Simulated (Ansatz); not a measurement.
Born–Oppenheimer molecular dynamics of C3H5F (9 atoms, charge 0, multiplicity 1). It starts from a relaxed structure.

Method: RKS B3LYP/6-31G* in Ansatz.

* ensemble: NVE (velocity Verlet)
* time step: 0.5 fs
* steps asked: 100
* starting velocities drawn for: 700 K
* seed: 367091

First frame:

```xyz
9
Properties=species:S:1:pos:R:3
C -0.399 0.602 -0.895
C -0.398 -0.317 0.290
C 0.663 -0.606 1.036
F 1.886 -0.082 0.791
H -0.717 0.074 -1.804
H -1.098 1.435 -0.749
H 0.597 1.017 -1.071
H -1.332 -0.795 0.577
H 0.671 -1.270 1.895
```

(1) What does the run give?

(2) What happens to the structure?

(3) How do temperature and energy run in time?

Results:

(1) All steps were run.

```yaml
steps_done: 100
time_covered: 50 fs
mean_temperature_over_the_second_half: 340 K
spread_of_the_potential_energy_over_the_second_half: 8.9 meV per atom
mean_potential_energy_of_the_second_half_above_the_start: 36.6 meV per atom
```

The conserved energy stayed within 0.88 meV per atom of its start (net change 0.2 meV per atom), so the integration is sound. A run of 0.05 ps of so small a system gives no equilibrium averages.

(2) The same pairs are bonded in the first frame and the last. Pairs count as bonded within 1.25 times the sum of covalent radii (0.12 Å more for H–H). This is one draw of velocities; another would differ in detail.

(3) 
| time (fs) | T (K) | potential energy less start (eV) | conserved less start (meV/atom) |
| --- | --- | --- | --- |
| 0.0 | 700 | 0.000 | 0.00 |
| 2.5 | 282 | 0.384 | 0.69 |
| 5.0 | 340 | 0.329 | 0.38 |
| 7.5 | 228 | 0.431 | 0.47 |
| 10.0 | 467 | 0.212 | 0.11 |
| 12.5 | 382 | 0.293 | 0.54 |
| 15.0 | 305 | 0.362 | 0.53 |
| 17.5 | 416 | 0.258 | 0.19 |
| 20.0 | 264 | 0.401 | 0.69 |
| 22.5 | 475 | 0.205 | 0.24 |
| 25.0 | 182 | 0.474 | 0.65 |
| 27.5 | 401 | 0.273 | 0.27 |
| 30.0 | 203 | 0.456 | 0.73 |
| 32.5 | 523 | 0.161 | 0.02 |
| 35.0 | 283 | 0.383 | 0.62 |
| 37.5 | 337 | 0.333 | 0.46 |
| 40.0 | 355 | 0.314 | 0.24 |
| 42.5 | 365 | 0.306 | 0.35 |
| 45.0 | 390 | 0.285 | 0.46 |
| 47.5 | 259 | 0.404 | 0.53 |
| 50.0 | 416 | 0.258 | 0.20 |

Time of the run: 4.7 min on 1 thread of Arm Neoverse N1, with other jobs on the host, peak memory 0.11 GiB.
